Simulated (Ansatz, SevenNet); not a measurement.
For zinc-blende HgTe, the machine-learned potential SevenNet-0 (trained on PBE and PBE+U data) gives:

| Item | Value |
|---|---|
| equilibrium lattice constant a | 6.665 Å |
| bulk modulus | 32.6 GPa |

Question: What does PBE0 (plane waves, PAW; Ansatz, a first-principles code) give for the same quantities?

Answer: 
- lattice constant a: 6.558 Å (falls by 1.6 %)
- bulk modulus: 41.5 GPa (increases by 27 %)

For comparison: lattice constant a 6.46 Å (measured, room temperature, not corrected to a static lattice; as tabulated in Cava et al. (2013), arXiv:1302.1059); bulk modulus 42.3 GPa (measured, temperature not stated, not corrected to a static lattice; as tabulated in Toher et al. (2017), arXiv:1611.05714).

Changes are worked out from the printed values.

Unless a cell is named, each level is at its own relaxed cell (SevenNet-0 37.01, PBE0 35.25 Å³/atom).

Levels without +SOC leave out spin–orbit coupling, which shifts energies and cells of such heavy elements.

Ansatz's density-functional and Hartree–Fock values are scalar-relativistic unless marked +SOC, with PAW data made under PBE.
